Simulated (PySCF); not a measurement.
# How good is the calculation?

Molfile (atoms numbered from 1):
```
CH4O
     RDKit          3D

  6  5  0  0  0  0  0  0  0  0999 V2000
   -0.3290   -0.0136    0.0961 C   0  0  0  0  0  0  0  0  0  0  0  0
    0.8306   -0.4451   -0.5533 O   0  0  0  0  0  0  0  0  0  0  0  0
   -0.2250    0.0270    1.1988 H   0  0  0  0  0  0  0  0  0  0  0  0
   -1.1279   -0.7359   -0.1289 H   0  0  0  0  0  0  0  0  0  0  0  0
   -0.6795    0.9806   -0.2452 H   0  0  0  0  0  0  0  0  0  0  0  0
    1.5308    0.1870   -0.3675 H   0  0  0  0  0  0  0  0  0  0  0  0
  1  2  1  0
  1  3  1  0
  1  4  1  0
  1  5  1  0
  2  6  1  0
M  END
```

Fast rotation and ring inversion assumed for equivalent nuclei, isolated molecule, non-relativistic Hamiltonian, one computed conformer. GIAO KT3/pcSseg-2 shieldings; couplings computed with B3LYP/pcJ-1; PBE0-D3(BJ)/def2-SVP geometry; PySCF 2.14.

Reference values: measured (solution, CD3OD, 298 K; Fulmer et al., Organometallics 2010, 29, 2176).
```
   atoms    quantity  reference  computed
      C1  δ $^{13}$C       49.9      54.8
H3/H4/H5   δ $^{1}$H       3.34      3.61
```

Reference values: measured (solution, CD3CN, 298 K; Fulmer et al., Organometallics 2010, 29, 2176).
```tsv
atoms	quantity	reference	computed
C1	δ $^{13}$C	49.9	54.8
H3/H4/H5	δ $^{1}$H	3.28	3.61
```

Reference values: measured (solution, C6D6, 298 K; Fulmer et al., Organometallics 2010, 29, 2176).
```csv
atoms,quantity,reference,computed
C1,δ $^{13}$C,50.0,54.8
```

Reference values: measured (solution, THF-d8, 298 K; Fulmer et al., Organometallics 2010, 29, 2176).
```json
{"atoms": "C1", "quantity": "δ $^{13}$C", "reference": "49.6", "computed": "54.8"}
{"atoms": "H3/H4/H5", "quantity": "δ $^{1}$H", "reference": "3.27", "computed": "3.61"}
```

Reference values: measured (solution, acetone-d6, 298 K; Fulmer et al., Organometallics 2010, 29, 2176).
```
   atoms    quantity  reference  computed
      C1  δ $^{13}$C       49.8      54.8
H3/H4/H5   δ $^{1}$H       3.31      3.61
```

Reference values: measured (solution, not stated per compound (mostly CDCl3 or CCl4); Pretsch, Buehlmann, Badertscher, Structure Determination of Organic Compounds, 4th ed. (2009)).
```
   atoms    quantity  reference  computed
      C1  δ $^{13}$C       50.2      54.8
H3/H4/H5   δ $^{1}$H       3.48      3.61
```

Computed shifts are σ(ref) − σ with the named reference compound (TMS for H and C) calculated as an isolated molecule at the same level.

Coupling constants in Hz:
```tsv
coupling	reference	computed	source
$^{1}J$(O2,H6)	-85.0	-70.7	measured; Int. J. Mol. Sci. 2003, 4, 143 (spin-spin coupling constants in ethane, methanol and methylamine)
$^{2}J$(H3,H4)	-10.8	-11.2	measured; Int. J. Mol. Sci. 2003, 4, 143 (spin-spin coupling constants in ethane, methanol and methylamine)
$^{2}J$(O2,H3)	-7.5	-6.6	measured; Int. J. Mol. Sci. 2003, 4, 143 (spin-spin coupling constants in ethane, methanol and methylamine)
$^{3}J$(H3,H6)	5.0	7.1	measured; Int. J. Mol. Sci. 2003, 4, 143 (spin-spin coupling constants in ethane, methanol and methylamine)
$^{1}J$(C1,H3)	141.0	143.6	measured; liquid or solution (compiled); San Fabian, Garcia de la Vega, Suardiaz et al., Magn. Reson. Chem. 2013, 51, 775 (SI)
```

(1) How far are the unscaled $^{13}$C shifts from the references?

(2) How far are the unscaled $^{1}$H shifts from the references?

## Answers

(1) Mean signed difference +4.90 ppm, mean absolute 4.90 ppm over 6 comparisons; the largest is +5.2 ppm at C1 (methyl carbon bonded to O).

(2) Mean signed difference +0.27 ppm, mean absolute 0.27 ppm over 5 comparisons; the largest is +0.34 ppm at H3/H4/H5 (hydrogen on a methyl carbon bonded to O).

16 of the 53 published NMR values on file for this molecule are compared. The rest: values from further sources, exchangeable protons in solution, protons in aromatic solvents, other calculations.
